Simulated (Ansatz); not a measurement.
# C4S: the cost of one run

Computed with Ansatz 0.2.0 (the levels named in each step, unless a step's input says otherwise).

**1. The structure to begin with**

Bond lengths: C1–C2 1.275 Å, C2–C3 1.304 Å, C3–C4 1.261 Å, C4–S5 1.577 Å. Angles: C1–C2–C3 180.0°, C2–C3–C4 180.0°, C3–C4–S5 180.0°.

Coordinates:

```xyz
5

C     0.0000    0.0000   -2.6221
C     0.0000    0.0000   -1.3469
C     0.0000    0.0000   -0.0432
C     0.0000    0.0000    1.2178
S     0.0000    0.0000    2.7945
```

**2. A rough first relaxation, PBE-D4/def2-SVP**

This run stands in another session on the same molecule. It ended at:

```xyz
5

C     0.0000    0.0000   -2.6708
C     0.0000    0.0000   -1.3531
C     0.0000    0.0000   -0.0463
C     0.0000    0.0000    1.2464
S     0.0000    0.0000    2.8238
```

**3. Relaxation, HF/STO-3G**

input.yaml

```yaml
crystal:
  periodic: [false, false, false]
  atoms:
    - { symbol: C, position_ang: [0.0, 0.0, -2.67077142] }
    - { symbol: C, position_ang: [0.0, 0.0, -1.35309497] }
    - { symbol: C, position_ang: [0.0, 0.0, -0.04634683] }
    - { symbol: C, position_ang: [0.0, 0.0, 1.24642816] }
    - { symbol: S, position_ang: [0.0, 0.0, 2.82378506] }
magnetization:
  spin_polarized: true
  initial_magnetization: 2
basis:
  gaussian: { orbitals: STO-3G }
hamiltonian:
  xc: hf
relax:
  f_tol: 0.002
  max_steps: 150
```

Run with:

```bash
> ansatz run input.yaml --threads 2 --pin off --max-ram 5120MiB --backend cpu --events-out ev --progress --plain --runs-dir out
```

**Question.** How long does this run take on 2 threads of Arm Neoverse V1, shared host, and how much memory does it need?

About 2.3 s, with a peak of 0.085 GiB.
